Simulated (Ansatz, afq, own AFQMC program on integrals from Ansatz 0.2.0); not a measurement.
## Ge₂H₂, triplet: AFQMC among the cluster methods

```xyz
4

Ge    0.0000   -0.0683    1.3142
Ge    0.0000    0.0683   -1.3142
H     0.0000    1.4466    1.7670
H     0.0000   -1.4466   -1.7670
```

Connectivity, by distances: GeH–GeH.

Basis cc-pVDZ. Noble-gas cores (and the filled d shells of Ga–Kr and In–Xe) are frozen. AFQMC by an in-house program on the Cholesky factors that Ansatz 0.2.0 writes for its CCSD(T) run. ph-AFQMC/CISD is guided by a CISD state made of CCSD amplitudes; releasing the constraint for a short imaginary time cuts its bias at the price of noise, slowly where states lie close. ± is one standard error of the sampling. No spin–orbit coupling.

Determinant: UHF, the one that the program's search chose, which needn't be the lowest solution. The geometry is a point of a scan.

No full CI on the walks' own integrals is used here; CCSDT(Q) serves as the reference and is uncertain by about the last step of the cluster series.

Cautions: no relativity below Rb; no spin-orbit coupling; inner d shell frozen; lower spins were not checked; unrestricted determinant slightly spin contaminated (⟨S²⟩ 2.05 against 2.00).

```
T1 diagnostic                               : 0.0262
weight of the determinant in the CISD state : 0.849
⟨S²⟩ of the determinant                     : 2.055
size of the correlated space                : 10 electrons in 36 orbitals
```

Reference: CCSDT(Q), correlation energy -5.238 eV. The released energy is read at 2.40 1/Eh (meV from the phaseless value at times in 1/Eh: -9 ± 17 at 0.24, -17 ± 15 at 0.51, -15 ± 10 at 0.99, -15 ± 12 at 1.62, -25 ± 14 at 2.40).

```tsv
level	E − E(reference) (kJ/mol)	share of correlation (%)
HF	505.4	0.00
MP2	127.2	74.83
CCSD	25.4	94.97
CCSD(T)	6.4	98.73
CCSDT	1.4	99.72
ph-AFQMC/CISD	3.2 ± 1.5	99.37
released AFQMC	0.8 ± 1.4	99.84
```

A walk keeps the symmetry of its determinant, which the program's search chose and which needn't be the lowest solution, so a lower state of the same spin and another symmetry isn't excluded. Released energies are given only where the last usable release times agree within the noise; a slower fall can still hide under it.
